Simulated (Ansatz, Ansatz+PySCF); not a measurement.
```xyz
4

C    -0.0467   -0.0164   -0.4852
C    -0.0416   -0.0157    0.7991
H    -0.0485   -0.9506   -1.0196
H    -0.0062    0.9891   -1.0037
```

RHF-MP2 on singlet C₂H₂ was run in several spherical basis sets with Ansatz (development build ahead of 0.2.0). Frozen core: 2 orbitals.

(1) Rank the basis sets by the total energy that they give, lowest first, with the distance from the lowest.
A. cc-pVDZ
B. STO-3G
C. def2-SVP
D. 6-31G(d)
E. def2-TZVP
F. 6-31G
G. aug-cc-pVDZ
H. cc-pVTZ

Answers

(1) H (0.00 eV), E (0.12 eV), G (1.65 eV), A (1.99 eV), D (2.57 eV), C (3.84 eV), F (5.14 eV), B (32.27 eV).

Totals follow the description of the cores as much as that of the bonds, so this order isn't one of quality for chemistry.
